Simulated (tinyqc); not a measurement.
LCCD on RHF in the sto-3g basis, frozen core, for CH3+, spin multiplicity 1, step by step. One step of it, computed by the program tinyqc.

Task: LCCD: starting amplitudes. t_ij^ab = <ij||ab> / (e_i + e_j - e_a - e_b), whose energy is MP2.

orbital energies (hartree): MO1 -11.615990, MO2 -1.314376, MO3 -0.996697, MO4 -0.996452, MO5 -0.258718, MO6 0.289011, MO7 0.358069, MO8 0.358760

Two-electron integrals over orbitals (pq|rs), unique and non-zero (hartree); the lowest 1 orbital is frozen and left out:
```
(22|22) 0.530331    (32|22) 0.000114    (32|32) 0.123884    (33|22) 0.519256
(33|32) 0.043623    (33|33) 0.560420    (42|42) 0.123785    (43|42) -0.043713
(43|43) 0.041334    (44|22) 0.519143    (44|32) -0.043689   (44|33) 0.477906
(44|44) 0.560420    (52|22) -0.000332   (52|32) 6.26e-09    (52|33) -0.000021
(52|44) -0.000021   (52|52) 0.101014    (53|22) -2.64e-07   (53|32) -0.000040
(53|33) -0.000133   (53|44) 0.000132    (53|52) -0.000023   (53|53) 0.025498
(54|42) -0.000040   (54|43) 0.000133    (54|54) 0.025493    (55|22) 0.560210
(55|32) 0.000010    (55|33) 0.523527    (55|44) 0.523484    (55|52) 0.001621
(55|53) -1.06e-06   (55|55) 0.672835    (62|22) 0.078736    (62|32) -0.000092
(62|33) 0.057635    (62|44) 0.057491    (62|52) -0.000318   (62|53) -1.65e-06
(62|55) 0.129972    (62|62) 0.071488    (63|22) -0.000447   (63|32) -0.025157
(63|33) -0.030484   (63|44) 0.029824    (63|52) -3.04e-06   (63|53) 0.000187
(63|55) -0.000606   (63|62) -0.000504   (63|63) 0.053852    (64|42) -0.025522
(64|43) 0.030288    (64|54) 0.000189    (64|64) 0.054299    (65|22) -0.000988
(65|32) -3.78e-06   (65|33) -0.000502   (65|44) -0.000499   (65|52) 0.073108
(65|53) -0.000105   (65|55) -0.000239   (65|62) -0.001082   (65|63) 3.07e-06
(65|65) 0.059517    (66|22) 0.477064    (66|32) -0.000919   (66|33) 0.477354
(66|44) 0.478159    (66|52) -0.001290   (66|53) 2.46e-06    (66|55) 0.489315
(66|62) 0.034776    (66|63) 0.000229    (66|65) -0.001276   (66|66) 0.472043
(72|42) 0.014855    (72|43) 0.021602    (72|54) 0.000386    (72|64) 0.042735
(72|72) 0.048035    (73|42) 0.050979    (73|43) -0.014043   (73|54) -0.000141
(73|64) -0.026693   (73|72) -0.005057   (73|73) 0.038262    (74|22) 0.084778
(74|32) 0.051001    (74|33) 0.082317    (74|44) 0.054327    (74|52) 0.000731
(74|53) -0.000141   (74|55) 0.121980    (74|62) 0.072537    (74|63) -0.026775
(74|65) -0.000288   (74|66) 0.033361    (74|74) 0.117514    (75|42) 0.000877
(75|43) -0.000324   (75|54) 0.018147    (75|64) -0.000300   (75|72) 0.000130
(75|73) 0.000392    (75|75) 0.017971    (76|42) 0.109521    (76|43) -0.049295
(76|54) -0.000254   (76|64) -0.048638   (76|72) -0.010913   (76|73) 0.058154
(76|75) 0.000808    (76|76) 0.125679    (77|22) 0.504316    (77|32) -0.030670
(77|33) 0.472557    (77|44) 0.541117    (77|52) 0.000113    (77|53) 0.000254
(77|55) 0.510326    (77|62) 0.050666    (77|63) 0.040736    (77|65) -0.000267
(77|66) 0.484836    (77|74) 0.042433    (77|77) 0.554227    (82|22) 0.000363
(82|32) 0.014783    (82|33) -0.021367   (82|44) 0.021875    (82|52) -8.44e-07
(82|53) 0.000386    (82|55) 0.000593    (82|62) 0.000147    (82|63) 0.042704
(82|65) -0.000005   (82|66) 0.000241    (82|74) -0.004731   (82|77) 0.031460
(82|82) 0.048040    (83|22) 0.084677    (83|32) -0.051110   (83|33) 0.054245
(83|44) 0.082454    (83|52) 0.000732    (83|53) 0.000141    (83|55) 0.121960
(83|62) 0.072517    (83|63) 0.026202    (83|65) -0.000284   (83|66) 0.034341
(83|74) 0.045367    (83|77) 0.076632    (83|82) 0.005566    (83|83) 0.117712
(84|42) 0.050870    (84|43) -0.013905   (84|54) -0.000140   (84|64) -0.026457
(84|72) -0.004857   (84|73) 0.033668    (84|75) 0.000390    (84|76) 0.057938
(84|84) 0.038025    (85|22) -3.30e-06   (85|32) 0.000878    (85|33) 0.000320
(85|44) -0.000325   (85|52) 0.000329    (85|53) 0.018147    (85|55) -4.42e-07
(85|62) -0.000005   (85|63) -0.000297   (85|65) 0.000186    (85|66) -0.000012
(85|74) 0.000391    (85|77) -0.000237   (85|82) 0.000130    (85|83) -0.000394
(85|85) 0.017975    (86|22) 0.000008    (86|32) 0.109314    (86|33) 0.048769
(86|44) -0.049047   (86|52) -0.000006   (86|53) -0.000252   (86|55) -0.000044
(86|62) -0.000042   (86|63) -0.047817   (86|65) -0.000008   (86|66) -0.001096
(86|74) 0.057907    (86|77) -0.048357   (86|82) -0.010696   (86|83) -0.058285
(86|85) 0.000806    (86|86) 0.124844    (87|42) -0.030179   (87|43) 0.034118
(87|54) 0.000253    (87|64) 0.040969    (87|72) 0.031177    (87|73) -0.016792
(87|75) -0.000232   (87|76) -0.048087   (87|84) -0.016600   (87|87) 0.041559
(88|22) 0.504435    (88|32) 0.031621    (88|33) 0.541591    (88|44) 0.472139
(88|52) 0.000113    (88|53) -0.000257   (88|55) 0.510409    (88|62) 0.050918
(88|63) -0.041726   (88|65) -0.000269   (88|66) 0.484043    (88|74) 0.077005
(88|77) 0.469949    (88|82) -0.031092   (88|83) 0.041821    (88|85) 0.000241
(88|86) 0.049215    (88|88) 0.555152
```

Give: Starting amplitudes; correlation energy.

Result:

Starting amplitudes (spin orbitals 1a, 1b, ...; amplitudes related by a flip of all spins are not repeated; the 24 largest):
```
from      to       t
2a 2b  5a 5b  -0.048
3a 3b  8a 8b  -0.043
4a 4b  7a 7b  -0.043
2a 4b  6a 7b  -0.025
2a 3b  6a 8b  -0.025
2a 2b  6a 6b  -0.022
4a 4b  6a 6b  -0.021
3a 3b  6a 6b  -0.021
4a 4b  5a 5b  -0.017
3a 3b  5a 5b  -0.017
3a 4b  7b 8a   0.017
2a 4b  6b 7a   0.014
2a 3b  6b 8a   0.014
2a 2b  7a 7b  -0.014
2a 2b  8a 8b  -0.014
3a 3b  7a 7b  -0.014
4a 4b  8a 8b  -0.014
3a 4b  7a 8b  -0.012
3a 4b  6a 7b   0.010
3a 4b  6b 7a  -0.010
2a 3a  6a 8a  -0.010
2a 4a  6a 7a  -0.010
4a 4b  6a 8b   0.010
3a 3b  6a 8b  -0.010
```

correlation energy = -0.03768 hartree
